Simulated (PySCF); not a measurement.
# Functional benchmark on one molecule

Molecule: `F[P@TB1](F)(F)(F)F`, F5P.

Molfile (atoms numbered from 1):
```
F5P
     RDKit          3D

  6  5  0  0  0  0  0  0  0  0999 V2000
    0.6422   -0.5738   -1.3522 F   0  0  0  0  0  0  0  0  0  0  0  0
    0.0032   -0.0053   -0.0075 P   0  0  0  0  0  5  0  0  0  0  0  0
    1.1101    1.1043    0.0491 F   0  0  0  0  0  0  0  0  0  0  0  0
    0.2439   -1.3887    0.6915 F   0  0  0  0  0  0  0  0  0  0  0  0
   -1.3442    0.2681   -0.7626 F   0  0  0  0  0  0  0  0  0  0  0  0
   -0.6358    0.5639    1.3371 F   0  0  0  0  0  0  0  0  0  0  0  0
  1  2  1  0
  2  3  1  0
  2  4  1  0
  2  5  1  0
  2  6  1  0
M  END
```

Geometry PBE0-D3(BJ)/def2-SVP throughout; GIAO in PySCF, gas phase, one conformer, non-relativistic; equivalent atoms averaged; basis pcSseg-2.

Reference values (measured; NMR Tables: representative 31P chemical shifts referenced to 85 % H3PO4 (instrument maker's almanac)): δ(P2) = -80.3 ppm vs 85 % H3PO4. Computed shifts are taken against H3PO4, calculated as an isolated molecule at each level.

How do the functionals KT2, KT3, B97-D, B3LYP, PBE0, mPW1PW91 perform against the reference? Times are CPU seconds on 1 thread of an Intel Xeon Platinum 8259CL, shared host; the GGAs took longer than the global hybrids here, which isn't the general rule, and the cause wasn't traced.

Results:


```tsv
functional	kind	P2	abs. error P	core-s
KT2	GGA	-54.0	26.3	31
KT3	GGA	-55.1	25.2	30
B97-D	GGA	-60.3	20.0	30
B3LYP	global hybrid	-68.5	11.8	20
PBE0	global hybrid	-68.0	12.3	20
mPW1PW91	global hybrid	-68.5	11.8	21
```

For $^{31}$P the closest is B3LYP (11.8 ppm, with mPW1PW91 practically level) and the furthest KT2 (26.3 ppm). One molecule is a small sample, and vibrational and solvent effects are absent from the calculation.
